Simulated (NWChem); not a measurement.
System: C₄H₆; SMILES C1=CCC1

Input file for NWChem:

```
start job
memory heap 200 mb stack 900 mb global 1100 mb
geometry units angstroms
  C      0.000000     0.670885     0.810692
  C      0.000000    -0.670885     0.810692
  C      0.000000    -0.779132    -0.694689
  C      0.000000     0.779132    -0.694689
  H      0.000000     1.424079     1.603992
  H      0.000000    -1.424079     1.603992
  H      0.893671    -1.244350    -1.143602
  H     -0.893671    -1.244350    -1.143602
  H     -0.893671     1.244350    -1.143602
  H      0.893671     1.244350    -1.143602
end
basis spherical
  * library def2-svp
end
dft
  xc slater vwn_5
  iterations 150
end
driver
  maxiter 120
end
task dft optimize
task dft freq
```

Excerpt of the output:

```
             Northwest Computational Chemistry Package (NWChem) 7.3.0
             --------------------------------------------------------

 C2V symmetry detected

                             Geometry "geometry" -> ""
                             -------------------------

 Output coordinates in angstroms (scale by  1.889725989 to convert to a.u.)

  No.       Tag          Charge          X              Y              Z
 ---- ---------------- ---------- -------------- -------------- --------------
    1 C                    6.0000     0.00000000     0.67088500     0.80983827
    2 C                    6.0000     0.00000000    -0.67088500     0.80983827
    3 C                    6.0000     0.00000000    -0.77913200    -0.69554273
    4 C                    6.0000     0.00000000     0.77913200    -0.69554273
    5 H                    1.0000     0.00000000     1.42407900     1.60313827
    6 H                    1.0000     0.00000000    -1.42407900     1.60313827
    7 H                    1.0000     0.89367100    -1.24435000    -1.14445573
    8 H                    1.0000    -0.89367100    -1.24435000    -1.14445573
    9 H                    1.0000    -0.89367100     1.24435000    -1.14445573
   10 H                    1.0000     0.89367100     1.24435000    -1.14445573

 Effective nuclear repulsion energy (a.u.)     113.2717774730

      Symmetry information
      --------------------

 Group name             C2v
 Group number             16
 Group order               4
 No. of unique centers     4

                                Z-matrix (autoz)
                                --------

 Units are Angstrom for bonds and degrees for angles

[...]

      ----------------------
      Optimization converged
      ----------------------

  Step       Energy      Delta E   Gmax     Grms     Xrms     Xmax
  ---- ---------------- -------- -------- -------- -------- --------
@    3    -154.39427634 -2.0D-06  0.00016  0.00004  0.00058  0.00124
                                     ok       ok       ok       ok

                                Z-matrix (autoz)
                                --------

 Units are Angstrom for bonds and degrees for angles

[...]

 Rotational Constants
 --------------------
 A=   0.432061 cm-1  (  0.621625 K)
 B=   0.412905 cm-1  (  0.594064 K)
 C=   0.229992 cm-1  (  0.330900 K)

 Temperature                      =   298.15K
 frequency scaling parameter      =   1.0000

 Zero-Point correction to Energy  =   52.479 kcal/mol  (  0.083631 au)
 Thermal correction to Energy     =   54.939 kcal/mol  (  0.087551 au)
 Thermal correction to Enthalpy   =   55.531 kcal/mol  (  0.088495 au)

 Total Entropy                    =   62.810 cal/mol-K
   - Translational                =   37.867 cal/mol-K (mol. weight =  54.0469)
   - Rotational                   =   21.803 cal/mol-K (symmetry #  =        2)
   - Vibrational                  =    3.140 cal/mol-K

 Cv (constant volume heat capacity) =   13.874 cal/mol-K
   - Translational                  =    2.979 cal/mol-K
   - Rotational                     =    2.979 cal/mol-K
   - Vibrational                    =    7.915 cal/mol-K

[normal modes left out]

 ----------------------------------------------------------------------------
 Normal Eigenvalue ||           Projected Infra Red Intensities
  Mode   [cm**-1]  || [atomic units] [(debye/angs)**2] [(KM/mol)] [arbitrary]
 ------ ---------- || -------------- ----------------- ---------- -----------
    1       -0.000 ||    0.000021           0.000         0.020       0.030
    2       -0.000 ||    0.000012           0.000         0.012       0.017
    3       -0.000 ||    0.000026           0.001         0.025       0.037
    4        0.000 ||    0.000030           0.001         0.029       0.043
    5        0.000 ||    0.000014           0.000         0.014       0.020
    6        0.000 ||    0.000003           0.000         0.003       0.004
    7      310.926 ||    0.000000           0.000         0.000       0.000
    8      611.841 ||    0.050610           1.168        49.337      72.768
    9      828.953 ||    0.013920           0.321        13.570      20.014
   10      829.278 ||    0.000608           0.014         0.593       0.875
   11      897.823 ||    0.022324           0.515        21.762      32.098
   12      904.561 ||    0.000000           0.000         0.000       0.000
   13      910.809 ||    0.002790           0.064         2.720       4.012
   14      970.086 ||    0.001104           0.025         1.077       1.588
   15      983.653 ||    0.000000           0.000         0.000       0.000
   16     1039.891 ||    0.003396           0.078         3.310       4.882
   17     1104.802 ||    0.000000           0.000         0.000       0.000
   18     1131.344 ||    0.000176           0.004         0.172       0.254
   19     1164.793 ||    0.004116           0.095         4.012       5.918
   20     1169.381 ||    0.002925           0.067         2.851       4.205
   21     1285.701 ||    0.012371           0.285        12.060      17.787
   22     1352.252 ||    0.003328           0.077         3.244       4.785
   23     1383.218 ||    0.002571           0.059         2.507       3.697
   24     1623.233 ||    0.000247           0.006         0.241       0.356
   25     2965.343 ||    0.024454           0.564        23.839      35.160
   26     2968.992 ||    0.025627           0.591        24.983      36.847
   27     3020.729 ||    0.000000           0.000         0.000       0.000
   28     3028.851 ||    0.020543           0.474        20.027      29.538
   29     3104.697 ||    0.006241           0.144         6.084       8.974
   30     3136.128 ||    0.011191           0.258        10.910      16.091
 ----------------------------------------------------------------------------
```

Level: LDA (Slater exchange, VWN5)/def2-SVP.
